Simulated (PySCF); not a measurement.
# CH7BP− (SMILES C[BH2-]P): M06-2X/6-311+G(d,p)

Aim: the vertical singlet–triplet gap of CH7BP− at M06-2X/6-311+G**, from 2 runs. Input form: a Python script.

Program for the calculation: PySCF 2.14.0.

2 further runs of the same task are left out: 1 that didn't finish, 1 set aside as unsound or not needed.

## Step 1: The structure to begin with

CH7BP− has 10 atoms, charge -1, and is taken as a singlet. As SMILES, `C[BH2-]P`. Geometry: relaxed at GFN2-xTB. This is one conformer, not always the lowest.

Bond lengths: C1–B2 1.638 Å, B2–P3 2.018 Å, C1–H4 1.095 Å, C1–H5 1.093 Å, C1–H6 1.093 Å, B2–H7 1.215 Å, B2–H8 1.213 Å, P3–H9 1.386 Å, P3–H10 1.387 Å. Some angles: C1–B2–P3 109.0°, C1–B2–H7 111.7°, C1–B2–H8 112.2°, P3–B2–H7 105.2°, P3–B2–H8 107.4°, B2–C1–H4 111.3°, B2–C1–H5 112.3°, B2–C1–H6 112.2°, B2–P3–H9 97.8°, B2–P3–H10 99.0°.

## Step 2: The energy at M06-2X/6-311+G(d,p)

File input.py:

```python
# C[BH2-]P
from pyscf import gto, dft

mol = gto.M(
    atom=[
    ('C', (-0.888820, 0.675340, -0.759280)),
    ('B', (-0.262620, -0.562590, 0.111070)),
    ('P', (1.204330, 0.147100, 1.301550)),
    ('H', (-1.696100, 0.332490, -1.414450)),
    ('H', (-0.141770, 1.152530, -1.399220)),
    ('H', (-1.306730, 1.458730, -0.122240)),
    ('H', (-1.083890, -1.040730, 0.867320)),
    ('H', (0.226540, -1.418380, -0.595520)),
    ('H', (1.756180, -1.071550, 1.665050)),
    ('H', (2.192880, 0.327060, 0.345730)),
],
    basis='6-311+g**',
    spin=0,
    charge=-1,
    verbose=4,
    max_memory=1860,
)

mf = dft.RKS(mol)
mf.xc = 'm06-2x'
mf.grids.level = 4
mf.conv_tol = 1e-10
mf.kernel()
if not mf.converged:
    mf = mf.newton().run(mf.mo_coeff, mf.mo_occ)

e_final = mf.e_tot
print('E(%s) = %.9f' % ('M06-2X', e_final))
```

The run is started by

```bash
$ OMP_NUM_THREADS=1 python input.py
```

The program printed:

```text
PySCF version 2.14.0

[INPUT] num. atoms = 10
[INPUT] num. electrons = 34
[INPUT] charge = -1
[INPUT] spin (= nelec alpha-beta = 2S) = 0
[INPUT] symmetry False subgroup None
[INPUT] Mole.unit = angstrom
[INPUT] Symbol           X                Y                Z      unit          X                Y                Z       unit  Magmom
[INPUT]  1 C     -0.888820000000   0.675340000000  -0.759280000000 AA   -1.679626374036   1.276207640964  -1.434831251860 Bohr   0.0
[INPUT]  2 B     -0.262620000000  -0.562590000000   0.111070000000 AA   -0.496279874833  -1.063141020419   0.209891880655 Bohr   0.0
[INPUT]  3 P      1.204330000000   0.147100000000   1.301550000000 AA    2.275853863597   0.277978712924   2.459573037428 Bohr   0.0
[INPUT]  4 H     -1.696100000000   0.332490000000  -1.414450000000 AA   -3.205164479875   0.628315039157  -2.672923116891 Bohr   0.0
[INPUT]  5 H     -0.141770000000   1.152530000000  -1.399220000000 AA   -0.267906472680   2.177966050345  -2.644142588014 Bohr   0.0
[INPUT]  6 H     -1.306730000000   1.458730000000  -0.122240000000 AA   -2.469361818753   2.756600189687  -0.231000121467 Bohr   0.0
[INPUT]  7 H     -1.083890000000  -1.040730000000   0.867320000000 AA   -2.048255249155  -1.966694669619   1.638997262358 Bohr   0.0
[INPUT]  8 H      0.226540000000  -1.418380000000  -0.595520000000 AA    0.428098556259  -2.680349740561  -1.125369701701 Bohr   0.0
[INPUT]  9 H      1.756180000000  -1.071550000000   1.665050000000 AA    3.318699225439  -2.024936028778   3.146488483707 Bohr   0.0
[INPUT] 10 H      2.192880000000   0.327060000000   0.345730000000 AA    4.143942624036   0.618053826300   0.653335013046 Bohr   0.0

nuclear repulsion = 96.8449287752785
number of shells = 62
number of NR pGTOs = 175
number of NR cGTOs = 116
basis = 6-311+g**
ecp = {}

******** <class 'pyscf.dft.rks.RKS'> ********
method = RKS
initial guess = minao
damping factor = 0
level_shift factor = 0
DIIS = <class 'pyscf.scf.diis.CDIIS'>
diis_start_cycle = 1
diis_space = 8
diis_damp = 0
SCF conv_tol = 1e-10
SCF conv_tol_grad = None
SCF max_cycles = 50
direct_scf = True
direct_scf_tol = 1e-13
XC library pyscf.dft.libxc version 7.0.0
    S. Lehtola, C. Steigemann, M. J.T. Oliveira, and M. A.L. Marques.,  SoftwareX 7, 1–5 (2018)
XC functionals = m06-2x
    Y. Zhao and D. G. Truhlar.,  Theor. Chem. Acc. 120, 215 (2008)
    Y. Zhao and D. G. Truhlar.,  Theor. Chem. Acc. 120, 215 (2008)
radial grids:
    Treutler-Ahlrichs [JCP 102, 346 (1995); DOI:10.1063/1.469408] (M4) radial grids

becke partition: Becke, JCP 88, 2547 (1988); DOI:10.1063/1.454033
pruning grids: <function nwchem_prune>
grids dens level: 4
symmetrized grids: False
atomic radii adjust function: <function treutler_atomic_radii_adjust>
small_rho_cutoff = 0
Set gradient conv threshold to 1e-05
Initial guess from minao.
tot grids = 195744
init E= -408.408818133834
  HOMO = -0.266401897131082  LUMO = -0.00832431351317181  gap/eV = 7.02265
cycle= 1 E= -408.443031563975  delta_E= -0.0342  |g|= 0.44  |ddm|= 2.21
  HOMO = -0.0137036762128133  LUMO = 0.139814875618414  gap/eV = 4.17745
cycle= 2 E= -408.45252263564  delta_E= -0.00949  |g|= 0.433  |ddm|= 1.57
  HOMO = -0.0728673173285996  LUMO = 0.137404638029504  gap/eV = 5.72179
cycle= 3 E= -408.51215921814  delta_E= -0.0596  |g|= 0.0316  |ddm|= 0.908
  HOMO = -0.0815825030482589  LUMO = 0.137014687248545  gap/eV = 5.94833
cycle= 4 E= -408.512428718823  delta_E= -0.00027  |g|= 0.0119  |ddm|= 0.0653
  HOMO = -0.0790664179165037  LUMO = 0.136793695902573  gap/eV = 5.87385
cycle= 5 E= -408.512474271756  delta_E= -4.56e-05  |g|= 0.00431  |ddm|= 0.019
  HOMO = -0.0794447017458569  LUMO = 0.136759414796775  gap/eV = 5.88321
cycle= 6 E= -408.512479327308  delta_E= -5.06e-06  |g|= 0.000718  |ddm|= 0.00754
  HOMO = -0.079445955406797  LUMO = 0.136763865053609  gap/eV = 5.88337
cycle= 7 E= -408.512479553617  delta_E= -2.26e-07  |g|= 0.000238  |ddm|= 0.00195
  HOMO = -0.0794213399846242  LUMO = 0.136763245911683  gap/eV = 5.88268
cycle= 8 E= -408.512479582266  delta_E= -2.86e-08  |g|= 5.44e-05  |ddm|= 0.000888
  HOMO = -0.0794288266832016  LUMO = 0.136762192643075  gap/eV = 5.88286
cycle= 9 E= -408.512479584015  delta_E= -1.75e-09  |g|= 1.53e-05  |ddm|= 0.000261
  HOMO = -0.0794284988808607  LUMO = 0.136761992352975  gap/eV = 5.88284
cycle= 10 E= -408.512479584149  delta_E= -1.34e-10  |g|= 3.33e-06  |ddm|= 8.95e-05
  HOMO = -0.0794291700432989  LUMO = 0.136761881552864  gap/eV = 5.88286
cycle= 11 E= -408.512479584158  delta_E= -8.53e-12  |g|= 1.01e-06  |ddm|= 3.16e-05
  HOMO = -0.0794290939363452  LUMO = 0.136761902716252  gap/eV = 5.88286
Extra cycle  E= -408.512479584159  delta_E= -1.36e-12  |g|= 6.28e-07  |ddm|= 7.69e-06
converged SCF energy = -408.512479584159
E(M06-2X) = -408.512479584
```

Wall time 45 s (1 thread of Arm Neoverse V1, shared host); peak memory 0.67 GiB.

## Step 3: The triplet at the same level

File run.py:

```python
from pyscf import gto, dft

mol = gto.M(
    atom='''
C     -1.679626     1.276208    -1.434831
B     -0.496280    -1.063141     0.209892
P      2.275854     0.277979     2.459573
H     -3.205164     0.628315    -2.672923
H     -0.267906     2.177966    -2.644143
H     -2.469362     2.756600    -0.231000
H     -2.048255    -1.966695     1.638997
H      0.428099    -2.680350    -1.125370
H      3.318699    -2.024936     3.146488
H      4.143943     0.618054     0.653335
''',
    spin=2,
    unit='bohr',
    max_memory=1860,
    charge=-1,
    basis='6-311+g**',
    verbose=3,
)

myscf = dft.UKS(mol)
myscf.xc = 'm06-2x'
myscf.grids.level = 4
myscf.conv_tol = 1e-10
myscf.kernel()
if not myscf.converged:
    myscf = myscf.newton().run(myscf.mo_coeff, myscf.mo_occ)

energy = myscf.e_tot
print('Final energy', energy)
```

The run is started by

```bash
$ OMP_NUM_THREADS=1 python run.py
```

The program printed:

```text
WARN: HOMO -0.00832431474633723 >= LUMO -0.266401883466305

WARN: HOMO 0.0667721250155768 >= LUMO -0.0200221540807957

WARN: HOMO 0.059546806565019 >= LUMO -0.0176466603309387

WARN: HOMO 0.052878590796114 >= LUMO -0.0193077019854316

WARN: HOMO 0.0512674772643024 >= LUMO -0.0174111354695704

WARN: HOMO 0.0497080154570885 >= LUMO -0.0185235057905617

WARN: HOMO 0.0508388168710423 >= LUMO -0.0171168256249728

WARN: HOMO 0.0501811840933287 >= LUMO -0.0158419432788271

WARN: HOMO 0.0499059510927328 >= LUMO -0.0150885268763845

WARN: HOMO 0.0510686199735271 >= LUMO -0.0143757258287329

WARN: HOMO 0.0507224013641072 >= LUMO -0.0137609932542158

WARN: HOMO 0.0505310446623652 >= LUMO -0.0137504570352239

WARN: HOMO 0.0508322685391394 >= LUMO -0.0135824676049304

WARN: HOMO 0.0508010743543917 >= LUMO -0.0134892486897109

WARN: HOMO 0.0508105494803647 >= LUMO -0.0134809601138113

WARN: HOMO 0.0508172615543949 >= LUMO -0.0134605621733742

WARN: HOMO 0.0508127721979014 >= LUMO -0.0134649757189301

WARN: HOMO 0.0508128042303329 >= LUMO -0.0134678714424718

WARN: HOMO 0.0508126708618972 >= LUMO -0.0134680032841665

WARN: HOMO 0.0508126803672194 >= LUMO -0.0134687382686192

WARN: HOMO 0.0508127618219622 >= LUMO -0.0134687838470562

converged SCF energy = -408.362985936862  <S^2> = 2.0059035  2S+1 = 3.0039331
Final energy -408.3629859368617
```

It took 2.4 min on 1 thread of Arm Neoverse V1, shared host; peak memory 0.69 GiB.

## Step 4: What came out

At M06-2X/6-311+G**:

| quantity | value |
| --- | --- |
| singlet: total energy | -408.51248 Eh |
| singlet: HOMO energy | -2.16 eV |
| singlet: LUMO energy | 3.72 eV |
| singlet: HOMO–LUMO gap (to an unbound level, set by the basis) | 5.88 eV |
| triplet: total energy | -408.36299 Eh |
| triplet: HOMO energy (highest over α and β) | 1.38 eV |
| triplet: ⟨S²⟩ | 2.006 |
| vertical energy of the triplet above the singlet | 4.068 eV |

At this shape the triplet lies 4.07 eV (94 kcal/mol) above the singlet. For an anion a state so high probably lies above electron detachment. Mulliken charges (singlet) run from -0.54 on C1 to +0.11 on H6; in a basis this large or diffuse they mean little. Mulliken charges (triplet) run from -2.92 on B2 to +1.10 on P3; in a basis this large or diffuse they mean little. The HOMO (triplet) lies at positive energy, 1.38 eV; only total energies tell whether the electron is bound.
